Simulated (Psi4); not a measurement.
Reaction (SMILES): OO (H2O2) → [O-]O + H+
B3LYP-D3(BJ)/def2-TZVP geometries, fixed; electronic energies without zero-point terms.

Effect of the integral screening threshold at MP2/aug-cc-pVTZ with Psi4, against the last row, where the deprotonation energy is 382.27 kcal/mol. Cores are frozen.

```csv
setting,largest shift of a total energy (mEh),shift of the deprotonation energy (kcal/mol)
ints_tolerance: 1e-6,0.000,0.000
ints_tolerance: 1e-8,0.000,0.000
ints_tolerance: 1e-10,0.000,0.000
ints_tolerance: 1e-14,0.000,0.000
```

Within 0.02 kcal/mol in the deprotonation energy: ints_tolerance: 1e-6; ints_tolerance: 1e-8; ints_tolerance: 1e-10. The largest shift is 0.000 mEh in a total energy and 0.000 kcal/mol in the difference.
